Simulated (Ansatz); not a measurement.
**FHOSi: basis-set convergence**

Aim: see how fast density functionals and correlated methods converge with the basis set for FHOSi.

The runs use Ansatz 0.2.0, Gaussian basis; one geometry, several basis sets.

The runs, in order: PBE0-D4/def2-SVP; ωB97M-V/def2-SVP; PBE0-D4/def2-QZVPP; ωB97M-V/def2-QZVPP; CCSD(T)/cc-pV(D+d)Z; CCSD(T)/cc-pV(T+d)Z; CCSD(T)/cc-pV(Q+d)Z; the functionals' def2-TZVPP values are taken from earlier runs.

## Step 1: The relaxed structure

All runs share one geometry, relaxed beforehand with PBE0-D4 in a triple-zeta def2 set.

4 atoms, charge 0, spin multiplicity 1.

Atoms are counted from 1 here; the program's logs count them from 0.

Bond lengths: O1–Si2 1.637 Å, O1–H4 0.963 Å, Si2–F3 1.620 Å. Angles: Si2–O1–H4 120.3°, O1–Si2–F3 101.6°.

## Step 2: PBE0-D4 in def2-SVP

Input file in.yaml:

```yaml
crystal:
  periodic: [false, false, false]
  atoms:
    - {symbol: O, position_ang: [-0.572578, 0.755949, -0.187703]}
    - {symbol: Si, position_ang: [0.290991, 0.042491, 1.006305]}
    - {symbol: F, position_ang: [0.923996, -1.232256, 0.232598]}
    - {symbol: H, position_ang: [-0.586909, 0.373516, -1.071499]}
basis:
  gaussian: {orbitals: def2-SVP}
hamiltonian: {xc: pbe0, dispersion: d4}
output: {orbitals: {seedname: orbitals}}
```

The run is started by

```bash
$ ansatz run in.yaml --threads 2 --pin off --events-out ev --progress --plain --max-ram 32768MiB --backend cpu
```

After this run come: ωB97M-V in def2-SVP; PBE0-D4 in def2-QZVPP; ωB97M-V in def2-QZVPP; CCSD(T) in cc-pV(D+d)Z; CCSD(T) in cc-pV(T+d)Z; CCSD(T) in cc-pV(Q+d)Z.

Q: Predict the results of all the runs planned. Wanted: MP2 correlation recovered, cc-pV(D+d)Z; MP2 correlation recovered, cc-pV(T+d)Z; MP2 correlation recovered, cc-pV(Q+d)Z; CCSD(T) limit from def2 sets; PBE0-D4: double and triple zeta above quadruple; ωB97M-V: double and triple zeta above quadruple.

The runs gave:

```
                                                                 quantity          value
                                   MP2 correlation recovered, cc-pV(D+d)Z         66.9 %
                                   MP2 correlation recovered, cc-pV(T+d)Z         87.1 %
                                   MP2 correlation recovered, cc-pV(Q+d)Z         94.6 %
CCSD(T) limit from def2 sets (earlier runs) less the limit of this series         -4 meV
                          PBE0-D4: double and triple zeta above quadruple  9.66, 0.56 eV
                          ωB97M-V: double and triple zeta above quadruple  9.75, 0.53 eV
```

What this shows: For PBE0-D4 the step from double to triple zeta gains 9.10 eV and the next only 0.56 eV. Correlation climbs from 67 % (cc-pV(D+d)Z) to 95 % (cc-pV(Q+d)Z) of the limit; Hartree-Fock is 0.164 eV from its own by then. A limit from the def2 sets, made apart, differs by 4 meV, a least measure of the doubt on such a limit. Total energies overstate the basis error of differences, where much of it tends to cancel. The LUMO of ωB97M-V is positive and keeps falling with the basis (0.82 to 0.32 eV): an unbound level that the basis holds in place.
